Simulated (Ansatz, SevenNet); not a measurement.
# How well does each level of theory give the lattice constant a of bcc Fe?

Reference value: 2.853 Å (measured, static lattice: zero-point anharmonic expansion removed; as tabulated in Mejia-Rodriguez and Trickey (2018), arXiv:1807.09216).

Problem. Which of these levels comes closest to the reference?
A. SevenNet-l3i5 (SevenNet)
B. PBE (Ansatz, a first-principles code)
C. PBE-D4 (Ansatz)
D. r²SCAN+rVV10 (Ansatz)

Solution. D, r²SCAN+rVV10 (Ansatz)

| level (code) | value (Å) | error (%) |
|---|---|---|
| SevenNet-l3i5 (SevenNet) | 2.843 | -0.35 |
| PBE (Ansatz) | 2.831 | -0.77 |
| PBE-D4 (Ansatz) | 2.809 | -1.54 |
| r²SCAN+rVV10 (Ansatz) | 2.857 | +0.14 |

Closest of these to the reference: r²SCAN+rVV10 (+0.14 %). PBE-D4 (-1.54 %) misses by most. Of these only r²SCAN+rVV10 lands within 0.3 %.

Spin-polarised runs: PBE (parallel moments), PBE-D4 (parallel moments), r²SCAN+rVV10 (parallel moments). Cutoffs and k meshes differ between the levels. Ansatz's density-functional and Hartree–Fock values are scalar-relativistic unless marked +SOC, with PAW data made under PBE.

Machine-learned potentials (SevenNet-l3i5) are trained on DFT data, which may include these solids.

Differences are worked out from the printed values.
